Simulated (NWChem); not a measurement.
System: difluoromethane (CH2F2); SMILES FCF

Parts of the log:

```
             Northwest Computational Chemistry Package (NWChem) 7.3.0
             --------------------------------------------------------

 C2V symmetry detected

                             Geometry "geometry" -> ""
                             -------------------------

 Output coordinates in angstroms (scale by  1.889725989 to convert to a.u.)

  No.       Tag          Charge          X              Y              Z
 ---- ---------------- ---------- -------------- -------------- --------------
    1 F                    9.0000     1.11044300     0.00000000    -0.28972615
    2 C                    6.0000     0.00000000     0.00000000     0.49510585
    3 F                    9.0000    -1.11044300     0.00000000    -0.28972615
    4 H                    1.0000     0.00000000     0.92256500     1.12221785
    5 H                    1.0000     0.00000000    -0.92256500     1.12221785

 Effective nuclear repulsion energy (a.u.)      76.7425133135

      Symmetry information
      --------------------

 Group name             C2v
 Group number             16
 Group order               4
 No. of unique centers     3

  xc_inp: hfexch multiplicative factor not found.

                                 NWChem DFT Module
                                 -----------------

 Summary of "ao basis" -> "ao basis" (spherical)
 ------------------------------------------------------------------------------
       Tag                 Description            Shells   Functions and Types
 ---------------- ------------------------------  ------  ---------------------
 F                         def2-tzvpp               11       31   5s3p2d1f
 C                         def2-tzvpp               11       31   5s3p2d1f
 H                         def2-tzvpp                6       14   3s2p1d

      Symmetry analysis of basis
      --------------------------

        a1         45
        a2         17
        b1         32
        b2         27

            General Information
            -------------------
          SCF calculation type: DFT
          Wavefunction type:  closed shell.
          No. of atoms     :     5
          No. of electrons :    26
           Alpha electrons :    13
            Beta electrons :    13
          Charge           :     0
          Spin multiplicity:     1
          Use of symmetry is: on ; symmetry adaption is: on
          Maximum number of iterations: 150
          AO basis - number of functions:   121
                     number of shells:    45
          Convergence on energy requested:  1.00D-06
          Convergence on density requested:  1.00D-05
          Convergence on gradient requested:  5.00D-04

              XC Information
              --------------
                     Hartree-Fock (Exact) Exchange  1.000

      Superposition of Atomic Density Guess
      -------------------------------------

 Sum of atomic energies:        -237.50710334

      Non-variational initial energy
      ------------------------------

 Total energy =    -238.281253
 1-e energy   =    -482.228925
 2-e energy   =     167.205158
 HOMO         =      -0.388334
 LUMO         =       0.132606

      Symmetry analysis of molecular orbitals - initial
      -------------------------------------------------

  Numbering of irreducible representations:

     1 a1          2 a2          3 b1          4 b2

  Orbital symmetries:

     1 a1          2 b1          3 a1          4 a1          5 b1
     6 a1          7 b1          8 a1          9 b2         10 a2
    11 b1         12 a1         13 b2         14 a1         15 b1
    16 a1         17 b2         18 b2         19 a1         20 a1
    21 b1         22 a1         23 b2

     ---------------------------------------------
      Total Density - Mulliken Population Analysis
     ---------------------------------------------

    Atom       Charge   Shell Charges
 -----------   ------   -------------------------------------------------------
    1 F    9     9.39   0.77  1.20  0.61  1.00  0.31  2.33  2.31  0.84  0.00  0.01  0.00
    2 C    6     5.41   0.85  1.12  0.50  0.63  0.11  0.88  0.98  0.16  0.04  0.11  0.02
    3 F    9     9.39   0.77  1.20  0.61  1.00  0.31  2.33  2.31  0.84  0.00  0.01  0.00
    4 H    1     0.91   0.25  0.45  0.19  0.01  0.01  0.00
    5 H    1     0.91   0.25  0.45  0.19  0.01  0.01  0.00

   convergence    iter        energy       DeltaE   RMS-Dens  Diis-err
 ---------------- ----- ----------------- --------- --------- ---------
 d= 0,ls=0.0,diis     1   -237.9351651689 -3.15D+02  3.69D-03  6.86D-01
 d= 0,ls=0.0,diis     2   -237.9878951763 -5.27D-02  1.18D-03  2.41D-01
 d= 0,ls=0.0,diis     3   -238.0056549132 -1.78D-02  3.23D-04  4.03D-03
 d= 0,ls=0.0,diis     4   -238.0062186645 -5.64D-04  1.17D-04  3.89D-04
 d= 0,ls=0.0,diis     5   -238.0062802970 -6.16D-05  3.50D-05  1.71D-05
  Resetting Diis
 d= 0,ls=0.0,diis     6   -238.0062850967 -4.80D-06  8.78D-06  1.01D-06
 d= 0,ls=0.0,diis     7   -238.0062853710 -2.74D-07  1.06D-06  3.33D-08

         Total DFT energy =     -238.006285371002
      One electron energy =     -483.483584759207
           Coulomb energy =      194.794702502192
    Exchange-Corr. energy =      -26.059916427527
 Nuclear repulsion energy =       76.742513313541

 Numeric. integr. density =        0.000000000000

                  Occupations of the irreducible representations
                  ----------------------------------------------

                     irrep           alpha         beta
                     --------     --------     --------
                     a1                6.0          6.0
                     a2                1.0          1.0
                     b1                4.0          4.0
                     b2                2.0          2.0

                       DFT Final Molecular Orbital Analysis
                       ------------------------------------

 Vector   11  Occ=2.000000D+00  E=-6.350111D-01  Symmetry=b1
              MO Center= -1.8D-13, -5.3D-16, -2.5D-01, r^2= 1.7D+00
   Bfn.  Coefficient  Atom+Function         Bfn.  Coefficient  Atom+Function
  ----- ------------  ---------------      ----- ------------  ---------------
     6      0.296670  1 F  px                68      0.296670  3 F  px
     9      0.264937  1 F  px                71      0.264937  3 F  px
     8      0.202385  1 F  pz                70     -0.202385  3 F  pz
    11      0.176833  1 F  pz                73     -0.176833  3 F  pz
    12      0.150884  1 F  px                74      0.150884  3 F  px

 Vector   12  Occ=2.000000D+00  E=-6.197187D-01  Symmetry=a1
              MO Center=  1.8D-13, -8.3D-15,  1.0D-01, r^2= 1.8D+00
   Bfn.  Coefficient  Atom+Function         Bfn.  Coefficient  Atom+Function
  ----- ------------  ---------------      ----- ------------  ---------------
     8      0.297414  1 F  pz                70      0.297414  3 F  pz
    11      0.261872  1 F  pz                73      0.261872  3 F  pz
    39     -0.181769  2 C  pz                14      0.158546  1 F  pz
    76      0.158546  3 F  pz                42     -0.131552  2 C  pz
    95     -0.129408  4 H  s                109     -0.129408  5 H  s

 Vector   13  Occ=2.000000D+00  E=-5.306037D-01  Symmetry=b2
              MO Center= -2.9D-15,  1.1D-14,  4.6D-01, r^2= 1.7D+00
   Bfn.  Coefficient  Atom+Function         Bfn.  Coefficient  Atom+Function
  ----- ------------  ---------------      ----- ------------  ---------------
    38     -0.257168  2 C  py                 7      0.235613  1 F  py
    69      0.235613  3 F  py                95     -0.232052  4 H  s
   109      0.232052  5 H  s                 10      0.207434  1 F  py
    72      0.207434  3 F  py                41     -0.194981  2 C  py
    13      0.143215  1 F  py                75      0.143215  3 F  py

 Vector   14  Occ=0.000000D+00  E= 1.570915D-01  Symmetry=a1
              MO Center= -4.7D-14, -2.1D-13,  1.3D+00, r^2= 4.9D+00
   Bfn.  Coefficient  Atom+Function         Bfn.  Coefficient  Atom+Function
  ----- ------------  ---------------      ----- ------------  ---------------
    36      2.720864  2 C  s                 96     -2.215403  4 H  s
   110     -2.215403  5 H  s                 45      1.013458  2 C  pz
    35      0.763986  2 C  s                 42      0.385198  2 C  pz
   101      0.151669  4 H  py               115     -0.151669  5 H  py
    39      0.137353  2 C  pz                95     -0.110537  4 H  s

 Vector   15  Occ=0.000000D+00  E= 2.079976D-01  Symmetry=b2
              MO Center=  9.8D-17,  2.8D-13,  1.5D+00, r^2= 4.6D+00
   Bfn.  Coefficient  Atom+Function         Bfn.  Coefficient  Atom+Function
  ----- ------------  ---------------      ----- ------------  ---------------
    96      2.430344  4 H  s                110     -2.430344  5 H  s
    44     -1.444878  2 C  py                41     -0.499227  2 C  py
    38     -0.230960  2 C  py                13      0.150793  1 F  py
    75      0.150793  3 F  py               101     -0.102165  4 H  py
   115     -0.102165  5 H  py               102     -0.082080  4 H  pz

[...]

                         DFT ENERGY GRADIENTS

    atom               coordinates                        gradient
                 x          y          z           x          y          z
   1 F       2.098433   0.000000  -0.547503    0.025638   0.000000  -0.012894
   2 C       0.000000   0.000000   0.935614    0.000000   0.000000  -0.007233
   3 F      -2.098433   0.000000  -0.547503   -0.025638   0.000000  -0.012894
   4 H       0.000000   1.743395   2.120684    0.000000   0.019269   0.016510
   5 H       0.000000  -1.743395   2.120684   -0.000000  -0.019269   0.016510
```

Level: Hartree-Fock/def2-TZVPP. Structure relaxed at the PBE-D3(BJ)/def2-SVP level.

Q: Write an input that gives this output.

A: One answer among several that fit: the input that was run:
```
start job
memory heap 200 mb stack 900 mb global 1100 mb
geometry units angstroms noautoz
  F      1.110443     0.000000    -0.296066
  C      0.000000     0.000000     0.488766
  F     -1.110443     0.000000    -0.296066
  H      0.000000     0.922565     1.115878
  H      0.000000    -0.922565     1.115878
end
basis spherical
  * library def2-tzvpp
end
dft
  xc hfexch
  iterations 150
  mulliken
end
task dft gradient
```
